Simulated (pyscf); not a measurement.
# Hydrogen abstraction: `[SiH3][SiH3]` + `[H]` [doublet] -> `[SiH2][SiH3]` [doublet] + `[H][H]`

Gas phase, doublet surface, charge 0. Bonds broken: Si1–H3. Bonds formed: H3–H9. Single points on ωB97X-D3(BJ)/def2-SVP structures (PySCF, gas phase).

Transition state (Å):

```xyz
9

Si    -1.2223    -0.6739    -0.1168
Si    -0.4228     1.5188    -0.1674
H     -0.3022    -1.5754    -1.0094
H     -2.6114    -0.7553    -0.6576
H     -1.2012    -1.2251     1.2705
H     -1.2784     2.4053     0.6755
H      0.9752     1.5561     0.3531
H     -0.4339     2.0255    -1.5709
H      0.4132    -2.3551    -1.7229
```

One imaginary mode, 900i cm⁻¹; descent along it reached the two sides named.

```csv
bond,change,reactant side (Å),saddle,product side
Si1–H3,breaks,1.493,1.567,3.3
H3–H9,forms,3.4,1.276,0.761
```

Electronic energies relative to the separated reactants (kcal/mol):

| level | barrier | reaction energy | reverse barrier |
|---|---|---|---|
| ωB97X-D3(BJ)/def2-TZVP | 4.2 | -14.3 | 18.4 |
| PBE/def2-TZVP | -0.1 | -16.6 | 16.5 |
| r²SCAN/def2-TZVP | -1.4 | -18.5 | 17.1 |
| B3LYP-D3(BJ)/def2-TZVP | -0.2 | -17.8 | 17.6 |
| PBE0-D3(BJ)/def2-TZVP | 1.4 | -15.4 | 16.7 |
| M06-2X/def2-TZVP | 4.7 | -17.3 | 22.0 |
| ωB97M-D3(BJ)/def2-TZVP | 4.2 | -14.5 | 18.7 |
| HF/def2-TZVP | 11.5 | -9.9 | 21.4 |

With ωB97M-D3(BJ)/def2-TZVP energies and thermal terms (ideal gas, 1 atm, RRHO with modes under 100 cm⁻¹ raised to 100, one conformer, R ln 2 for chiral ones without a mode under 150 cm⁻¹), in kcal/mol:

```
T (K)  ΔH‡   ΔG‡     ΔH     ΔG
-----  ---  ----  -----  -----
298    2.8   7.9  -13.6  -16.1
600    2.5  13.2  -13.6  -18.6
900    2.4  18.6  -14.1  -20.9
1200   2.2  24.1  -14.8  -23.1
```

At PBE, r²SCAN, B3LYP-D3(BJ) this geometry lies under the reactants; that is no barrier but a single point on another level's saddle; such a level's own saddle, if it has one, lies nearer that side and is low. This is the saddle that the search found; another between the same sides may lie lower. The angle at the transferred H is 177°.
